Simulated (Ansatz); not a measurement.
`C1COCN1`, relaxed with RKS PBE-D4/def2-SVP in Ansatz 0.2.0 from a rough embedded geometry. The force threshold is 0.03 eV/Å; the program also tests the step.

Charge 0, multiplicity 1.

Start:

```xyz
12

C     0.666    0.355   -0.634
C     0.348   -1.067   -0.548
O    -0.302   -1.159    0.712
C    -0.926    0.139    0.979
N    -0.466    1.049   -0.073
H     0.906    0.720   -1.700
H     1.566    0.617   -0.050
H     1.178   -1.709   -0.559
H    -0.351   -1.395   -1.385
H    -1.942    0.060    1.053
H    -0.431    0.444    1.926
H    -0.247    1.945    0.279
```

```tsv
step	energy (eV)	largest force (eV/Å)	largest move (Å)
1	-6747.7192	4.919	0.000
2	-6748.1999	1.528	0.097
3	-6748.2623	0.262	0.030
4	-6748.2642	0.316	0.025
5	-6748.2670	0.055	0.021
6	-6748.2678	0.072	0.039
7	-6748.2688	0.048	0.037
8	-6748.2697	0.096	0.049
9	-6748.2707	0.091	0.015
10	-6748.2718	0.015	0.042
11	-6748.2720	0.011	0.033
```

End:

```xyz
12

C     0.710    0.403   -0.642
C     0.328   -1.078   -0.569
O    -0.487   -1.178    0.600
C    -0.861    0.128    1.008
N    -0.515    0.994   -0.114
H     0.920    0.747   -1.675
H     1.623    0.596   -0.018
H     1.206   -1.751   -0.468
H    -0.251   -1.384   -1.472
H    -1.956    0.165    1.218
H    -0.317    0.384    1.962
H    -0.400    1.973    0.170
```

Hardware: 4 threads of an INTEL XEON PLATINUM 8581C on a shared host. Wall time 8 s, peak host memory 0.23 GiB.
